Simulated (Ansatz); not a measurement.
The input, for Ansatz 0.2.0:

```yaml
crystal:
  periodic: [false, false, false]
  atoms:
    - {symbol: As, position_ang: [0.038104, 0.021288, 0.947857]}
    - {symbol: As, position_ang: [-0.013654, -0.032889, -0.963675]}
    - {symbol: H, position_ang: [-1.302369, 0.728981, 1.101462]}
    - {symbol: H, position_ang: [-0.585780, -1.358509, 1.100889]}
    - {symbol: H, position_ang: [0.070807, 1.491864, -1.026578]}
basis:
  gaussian: {orbitals: STO-3G}
magnetization: {spin_polarized: false, initial_magnetization: 1}
correlation: {method: fic_nevpt4_sd, electrons: outside_noble_gas, active_space: {window: {electrons: 5, orbitals: 3}, states: [{multiplicity: 2, weights: [1, 1, 1, 1]}], root: 3}}
```

```sh
$ ansatz run in.yaml --threads 1 --pin off --events-out ev --progress --plain --max-ram 2393MiB
```

Output:

```
527 factors; integrals over basis functions are off by at most 7.8e-8 eV
mean field evaluation 1: about -120279.0482 eV, gradient 7.5e0 eV
mean field evaluation 2: about -120279.0660 eV, gradient 7.5e0 eV
mean field evaluation 4: about -120279.5268 eV, gradient 5.6e-1 eV
mean field evaluation 8: about -120279.5331 eV, gradient 2.3e-6 eV
mean field -120279.53310127 eV, -4420.1913130758 hartree, gradient 3.2e-6 eV, S^2 0.750000; 0 other end points of the search recorded, 0 dependent functions left out
reference -120279.53310127 eV, -4420.1913130758 hartree; 35, 34 occupied and 4, 5 virtual orbitals, 527 factors
Error: 4 states are sought, and the space of determinants holds 3 states of this symmetry and spin
```

The run gave no result to rely on (stopped by an error).

Ran on 1 thread of Arm Neoverse V1, shared host: 0.51 s wall, 0.1 GiB peak host memory.
